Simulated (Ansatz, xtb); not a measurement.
FH3PSi−: where a starting geometry ends

The starting geometry of this gas-phase singlet has its atoms placed at random.

```json
{"atom": "F", "x (Å)": "-1.7896", "y (Å)": "-0.5642", "z (Å)": "-0.6372"}
{"atom": "P", "x (Å)": "-1.4502", "y (Å)": "-0.0066", "z (Å)": "0.7476"}
{"atom": "Si", "x (Å)": "0.5600", "y (Å)": "-0.7890", "z (Å)": "1.6776"}
{"atom": "H", "x (Å)": "0.4981", "y (Å)": "0.2231", "z (Å)": "0.0879"}
{"atom": "H", "x (Å)": "-0.5500", "y (Å)": "-0.0163", "z (Å)": "2.0723"}
{"atom": "H", "x (Å)": "1.0786", "y (Å)": "-1.5195", "z (Å)": "0.4043"}
```

Guess where an optimisation with r2SCAN-D4/def2-SVPD ends from this start.

It ends as `FP[SiH2-]`. Distances that change by over a tenth: F1–P2 (1.53 → 1.74 Å), P2–H5 (1.60 → 1.44 Å). Contacts that open: Si3–H5 (1.41 → 2.76 Å). Contacts that close: Si3–H4 (1.89 → 1.53 Å).

The energy falls by 5.56 eV over 15 steps:

```json
{"step": "1", "E − E(last) (eV)": "5.561"}
{"step": "3", "E − E(last) (eV)": "2.583"}
{"step": "4", "E − E(last) (eV)": "2.044"}
{"step": "6", "E − E(last) (eV)": "1.264"}
{"step": "7", "E − E(last) (eV)": "0.781"}
{"step": "9", "E − E(last) (eV)": "0.167"}
{"step": "10", "E − E(last) (eV)": "0.070"}
{"step": "12", "E − E(last) (eV)": "0.021"}
{"step": "13", "E − E(last) (eV)": "0.001"}
{"step": "15", "E − E(last) (eV)": "0.000"}
```

Final geometry (Å):

```json
{"atom": "F", "x (Å)": "-2.0280", "y (Å)": "-0.2097", "z (Å)": "-0.3696"}
{"atom": "P", "x (Å)": "-1.3869", "y (Å)": "-0.7029", "z (Å)": "1.1702"}
{"atom": "Si", "x (Å)": "0.8641", "y (Å)": "-0.7873", "z (Å)": "1.2424"}
{"atom": "H", "x (Å)": "1.2801", "y (Å)": "0.3598", "z (Å)": "0.3151"}
{"atom": "H", "x (Å)": "-1.4612", "y (Å)": "0.6216", "z (Å)": "1.7195"}
{"atom": "H", "x (Å)": "1.0789", "y (Å)": "-1.9538", "z (Å)": "0.2748"}
```

From the same start GFN2-xTB ends elsewhere, at `F[P-][SiH3]`.

From so rough a start the end depends on the optimiser's path, so another program may land elsewhere. No frequencies were run, so the end isn't proven a minimum. Run with Ansatz 0.2.0, 25 s on 1 thread of Intel(R) Xeon(R) 6975P-C (Granite Rapids), on a shared host.
